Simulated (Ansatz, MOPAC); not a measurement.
Enthalpy of formation at 298 K: 5 cases among radicals of saturated hydrocarbons, in kcal/mol, species as SMILES. Terms: no dispersion term unless named; open shells spin-unrestricted; non-relativistic; no spin-orbit coupling; 6-31G* and kin with 6d, 5d where marked; valence correlation only. Basis-set limits of correlation are two-point, X^-3; Hartree-Fock from the larger set. [CCSD(T)-MP2]/basis is that difference in the basis named. First-principles rows: single points at B3LYP-D3(BJ) geometries (Ansatz, a first-principles code), with unscaled harmonic terms from B3LYP/6-31G* (Ansatz) at its own minima, enthalpies of formation by atomisation with measured atoms. Semi-empirical rows: MOPAC heats of formation at their own minima for 298 K.

Coupled cluster (Ansatz) is a level with limits of its own, used here on species with T1 under 0.025 (0.045 for open shells) and stable references: (a) RI-MP2/CBS(cc-pVTZ,cc-pVQZ)+[CCSD(T)-MP2]/cc-pVDZ; (b) RI-MP2/CBS(cc-pVTZ,cc-pVQZ)+[CCSD(T)-MP2]/cc-pVTZ.

```tsv
species	atoms	coupled cluster	difference of PBE/6-31G* (Ansatz)	difference of PM3 (MOPAC)	difference of PBE/3-21G (Ansatz)	difference of PBE0/def2-TZVPD (Ansatz)	difference of B2PLYP-D3(BJ)/def2-TZVPD (Ansatz + dftd3)
C1[CH]C1	8	71.8 (b)	-23.6	-17.1	-10.7	-11.7	4.2
[C@@H]12[C@H]([CH]2)C1	9	105.5 (b)	-35.5	1.1	-9.7	-17.4	4.5
[C@H]12C[C@]2C1	9	118.2 (b)	-37.1	13.0	-11.9	-17.7	4.9
[CH2]CC	10	26.1 (b)	-16.1	-17.0	-13.7	-4.5	7.1
[CH]1CCC1	11	56.5 (a)	-30.2	-28.2	-22.5	-12.6	7.6
```

```
level                                      cases  mean signed difference  mean absolute difference  median absolute difference  largest absolute difference
-----------------------------------------  -----  ----------------------  ------------------------  --------------------------  ---------------------------
PBE/6-31G* (Ansatz)                            5                  -28.50                     28.50                       30.20                         37.1
PM3 (MOPAC)                                    5                   -9.64                     15.28                       17.00                         28.2
PBE/3-21G (Ansatz)                             5                  -13.70                     13.70                       11.90                         22.5
PBE0/def2-TZVPD (Ansatz)                       5                  -12.78                     12.78                       12.60                         17.7
B2PLYP-D3(BJ)/def2-TZVPD (Ansatz + dftd3)      5                    5.66                      5.66                        4.90                          7.6
```

PBE/6-31G* lies above in 0 of 5 cases and within 2 kcal/mol in 0; mean signed difference -28.50 kcal/mol, mean absolute 28.50 kcal/mol (32.07 over the 3 cases of up to 9 atoms, 23.15 over the larger). These figures hold for the species listed.

How the rows were picked: cases drawn at random among the computed members of the class with clean coupled-cluster diagnostics. The batch they came from held 13 cases of this property in the class: 4 with a tabulated value, 5 with clean coupled cluster alone, 4 with neither, which enter no statistics. The levels are drawn from those run on every case listed, the commonest habits more often. No case is left out for the size of its miss. Left out are saddle points of the reference geometry, anions that the best level run finds unbound, excited spin states, species near biochemistry, 298 K rows of species without real B3LYP wavenumbers, cases with under five habitual levels, runs that failed or that the program found above a lower state of the same kind, table entries that another table contradicts, and a share of species set aside by lot.
